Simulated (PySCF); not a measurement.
Simulated outer-valence photoelectron spectrum of `[PH3+][SiH2]Cl`. Computed with EOM-IP-CCSD/aug-cc-pVDZ in PySCF, restricted Hartree–Fock reference, frozen core, non-relativistic, gas phase, PBE0-D3(BJ)/def2-SVP geometry.

Each root has a Gaussian of 0.3 eV full width with its one-hole share as area; cross sections and vibrations are left out, and the highest printed point is 100.

```
ionisation energy (eV)  intensity
                  16.0          0
                  16.1          4
                  16.2         20
                  16.3         55
                  16.4         81
                  16.5         64
                  16.6         28
                  16.7          7
                  16.8          1
                  16.9          0
                  17.0          0
                  17.1          0
                  17.2          0
                  17.3          0
                  17.4          0
                  17.5          0
                  17.6          0
                  17.7          0
                  17.8          0
                  17.9          0
                  18.0          0
                  18.1          0
                  18.2          3
                  18.3         13
                  18.4         39
                  18.5         75
                  18.6        100
                  18.7         90
                  18.8         49
                  18.9         15
                  19.0          3
                  19.1          0
```

Task: Where are the maxima, and how many lines lie under the curve?

Result: 2 maxima, at 16.4 and 18.6 eV, from 5 lines. At this width some lines have no maximum of their own.

Task: List the lines with their holes.

Result: 
| E (eV) | leading hole (HF orbital) | area | Koopmans (eV) |
| --- | --- | --- | --- |
| 16.40 | HOMO | 0.95 | 17.13 |
| 16.43 | HOMO-1 | 0.95 | 17.23 |
| 18.50 | HOMO-2 | 0.95 | 19.26 |
| 18.66 | HOMO-3 | 0.95 | 19.47 |
| 18.67 | HOMO-4 | 0.94 | 19.54 |

The widest gap, 2.07 eV, lies between 16.43 and 18.50 eV. Only orbitals with −ε under 21 eV, eight at most, were ionised, so the high end of the curve may lack lines.
